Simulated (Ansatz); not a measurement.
# H5SSi2: the cost of one run

All numbers below are computed with Ansatz 0.2.0 (UKS revPBE/def2-SVP).

## 1. The structure to begin with

Bond lengths: Si1–S2 2.080 Å, S2–Si3 2.110 Å, Si1–H4 1.486 Å, Si1–H5 1.482 Å, Si3–H6 1.489 Å, Si3–H7 1.460 Å, Si3–H8 1.540 Å. Angles: Si1–S2–Si3 93.6°, S2–Si1–H4 108.8°, S2–Si1–H5 111.2°, H4–Si1–H5 103.8°, S2–Si3–H6 109.8°, S2–Si3–H7 111.6°, S2–Si3–H8 110.4°, H6–Si3–H7 108.9°, H6–Si3–H8 106.8°, H7–Si3–H8 109.2°.

Coordinates:

```xyz
8

Si   -1.2049    0.9073   -0.7679
S    -0.2684   -0.9299   -1.0364
Si    0.7643   -0.8234    0.8007
H    -2.1335    1.1418   -1.9043
H    -0.2354    2.0236   -0.8661
H     1.5657   -2.0626    1.0018
H    -0.1540   -0.6670    1.9250
H     1.7583    0.3530    0.7914
```

## 2. End point A

The input, input.yaml:

```yaml
crystal:
  periodic: [false, false, false]
  atoms:
    - { symbol: Si, position_ang: [-1.2049, 0.9073, -0.7679] }
    - { symbol: S, position_ang: [-0.2684, -0.9299, -1.0364] }
    - { symbol: Si, position_ang: [0.7643, -0.8234, 0.8007] }
    - { symbol: H, position_ang: [-2.1335, 1.1418, -1.9043] }
    - { symbol: H, position_ang: [-0.2354, 2.0236, -0.8661] }
    - { symbol: H, position_ang: [1.5657, -2.0626, 1.0018] }
    - { symbol: H, position_ang: [-0.154, -0.667, 1.925] }
    - { symbol: H, position_ang: [1.7583, 0.353, 0.7914] }
magnetization:
  spin_polarized: true
  initial_magnetization: 1
basis:
  gaussian: { orbitals: def2-SVP }
hamiltonian:
  xc: revpbe
relax:
  f_tol: 0.015
  max_steps: 40
```

The run is started by

```sh
> ansatz run input.yaml --threads 2 --pin off --max-ram 3072MiB --backend cpu --events-out ev --progress --plain --runs-dir out
```

Q: Estimate wall time and peak memory on 2 threads of Intel Xeon Platinum 8488C (Sapphire Rapids), shared host.

About 13 s, with a peak of 0.19 GiB.
